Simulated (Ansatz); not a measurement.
# H₂Cl (doublet): wave-function methods side by side at distance H1–H2 along a hydrogen transfer = 0.828 Å, cc-pVTZ

How much of the correlation energy of H₂Cl (doublet) does each wave-function method recover here?

Computed with Ansatz 0.2.0, Gaussian basis. Level: cc-pVTZ, core rule «outside noble gas», up to 5 orbitals frozen.

Plan: UHF; CCSD(T) on ROHF; CCSD(T) on UHF; BCCD(T) on ROHF; CISD; CCSDT(Q) on ROHF; CCSDT(Q) on UHF; CASSCF and NEVPT2, 3 electrons in 3 orbitals; CASSCF and MRCISD+Q, 9 electrons in 6 orbitals; CASSCF and NEVPT2, 9 electrons in 6 orbitals.

6 further runs of the same task are left out: 1 for a mislabelled method, 3 that didn't finish, 2 set aside as unsound or not needed.

### 1 The system

The geometry derives from fragments relaxed apart (PBE0/def2-TZVP) and kept rigid, so it is no stationary point. A hydrogen atom is moved between rigid fragments.

3 atoms, charge 0, spin multiplicity 2.

Atoms are counted from 1 here; the program's logs count them from 0.

Bond lengths: H1–H2 0.828 Å.

### 2 UHF

Input file in.yaml:

```yaml
crystal:
  periodic: [false, false, false]
  atoms:
    - {symbol: H, position_ang: [0.000000, 0.000000, -1.168667]}
    - {symbol: H, position_ang: [0.000000, 0.000000, -0.340667]}
    - {symbol: Cl, position_ang: [0.000000, 0.000000, 1.509333]}
basis:
  gaussian: {orbitals: cc-pVTZ}
magnetization: {spin_polarized: true, initial_magnetization: 1}
hamiltonian: {xc: hf}
output: {orbitals: {seedname: orbitals}}
```

Command:

```sh
ansatz run in.yaml --threads 1 --pin off --events-out ev --progress --plain --max-ram 2393MiB
```

Further steps of the session: CCSD(T) on ROHF; CCSD(T) on UHF; BCCD(T) on ROHF; CISD; CCSDT(Q) on ROHF; CCSDT(Q) on UHF; CASSCF and NEVPT2, 3 electrons in 3 orbitals; CASSCF and MRCISD+Q, 9 electrons in 6 orbitals; CASSCF and NEVPT2, 9 electrons in 6 orbitals.

Q: Predict the results of all the runs planned. Wanted: UCCSDT(Q) below the RHF energy; RMP2 from UCCSDT(Q); UMP2 from UCCSDT(Q); RCCSD from UCCSDT(Q); RCCSD(T) from UCCSDT(Q); UCCSD(T) from UCCSDT(Q); RCCSDT(Q) from UCCSDT(Q); NEVPT2 pair from UCCSDT(Q); NEVPT2 valence from UCCSDT(Q).

**Answer**, as computed:

```
                         quantity                                                   value
   UCCSDT(Q) below the RHF energy                                              -6.6530 eV
              RMP2 from UCCSDT(Q)                                            +97.7 kJ/mol
              UMP2 from UCCSDT(Q)                                            +99.8 kJ/mol
             RCCSD from UCCSDT(Q)                                            +20.8 kJ/mol
          RCCSD(T) from UCCSDT(Q)                                             +2.5 kJ/mol
          UCCSD(T) from UCCSDT(Q)                                             +2.5 kJ/mol
         RCCSDT(Q) from UCCSDT(Q)                                             +0.1 kJ/mol
       NEVPT2 pair from UCCSDT(Q)                                            +91.6 kJ/mol
    NEVPT2 valence from UCCSDT(Q)                                           +144.6 kJ/mol
  MRCISD+Q valence from UCCSDT(Q)                                             +7.3 kJ/mol
levels within 1 kcal/mol (43 meV)  RCCSD(T), UCCSD(T), BCCD(T), RCCSDT, UCCSDT, RCCSDT(Q)
                    T1 diagnostic                                                   0.022
   effectively unpaired electrons                                                    1.01
```

**Reading.** RCCSD(T) lands +2.5 kJ/mol from the yardstick (0.4 % of the correlation energy). One determinant dominates. Of the multireference levels listed MRCISD+Q valence comes nearest in total energy (+7.3 kJ/mol), which doesn't show that its space is the better one. These misses are within one basis, not against nature; the frozen cores of restricted and unrestricted runs differ, which can shift their rows.
